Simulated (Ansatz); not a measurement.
`C=C1C=C1C` + H₂ → `C=C1C=C1` + CH₄ at 500 K and 1 bar (hydrogenolysis of a C–C bond).

Calculated with Ansatz (gas phase, PBE0-D4/def2-TZVP geometries, no zero-point term in ΔE). CBS: MP2 limit from def2 TZ/QZ plus the TZ coupled-cluster correction, frozen cores. This one scheme is used for every species.

```
    species  CCSD(T)/CBS energy (Eh)  H − E (kJ/mol)  S (J/(mol·K))
`C=C1C=C1C`               -193.75657           274.4          363.1
         H₂                 -1.17544            41.0          145.5
 `C=C1C=C1`               -154.48542           190.1          305.7
        CH₄                -40.46206           135.6          206.8
```

H − E and S are ideal-gas, rigid-rotor, harmonic terms from PBE0-D4/def2-TZVP. The MP2-based limit puts H₂ 0.8 mEh under its directly extrapolated value; such offsets cancel only in part. 1 Eh = 2625.50 kJ/mol, R = 8.31446 J/(mol·K).

Task: By hand: ΔE, ΔH, ΔS and ΔG.

Result: ΔE = (-154.48542) + (-40.46206) − (-193.75657) − (-1.17544) = -0.01547 Eh = -40.6 kJ/mol. Δ(H − E) = 190.1 + 135.6 − 274.4 − 41.0 = 10.3, so ΔH = -30.3 kJ/mol. ΔS = 305.7 + 206.8 − 363.1 − 145.5 = 3.9 J/(mol·K). ΔG = -30.3 − 500 × (3.9)/1000 = -32.2 kJ/mol.

Task: By hand: the equilibrium constant, and the temperature at which ΔG would vanish if ΔH and ΔS stayed fixed.

Result: log₁₀ K = −ΔG/(RT ln 10) = 3.4. ΔH and −TΔS have one sign here, so there is no such temperature. One of them is within its doubt of zero, so this could turn.

The number of gas molecules stays the same, so ΔS is small and ΔH decides. A doubt of 5 kJ/mol in ΔE shifts log₁₀ K by 0.5 here. These are equilibria of isolated gas molecules and say nothing of rates. Largest T1 diagnostic: 0.013 (customary marks: 0.02 for closed shells, 0.045 for open ones).
